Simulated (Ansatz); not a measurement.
Input for Ansatz (development build ahead of 0.2.0):

```yaml
crystal:
  periodic: [false, false, false]
  atoms:
    - { symbol: C, position_ang: [0.0, 0.0, 0.586] }
    - { symbol: "N", position_ang: [0.0, 0.0, -0.586] }
basis:
  gaussian: { orbitals: cc-pVDZ }
magnetization:
  initial_magnetization: 1
hamiltonian:
  xc: hf
correlation:
  method: ccsd_t
  frozen_orbitals: { C: 1, "N": 1 }
```

The input is written out in the form of the current development build from the run's settings. Correlation on restricted open-shell orbitals is semicanonical, with singles.

Results

```yaml
Converged: yes
Reference_energy: -92.19605 hartree
CCSD_correlation_energy: -0.28071 hartree
Triples_correction: -0.01387 hartree
Total_energy: -92.49062 hartree
Spin_squared_of_the_determinant: 0.750
```
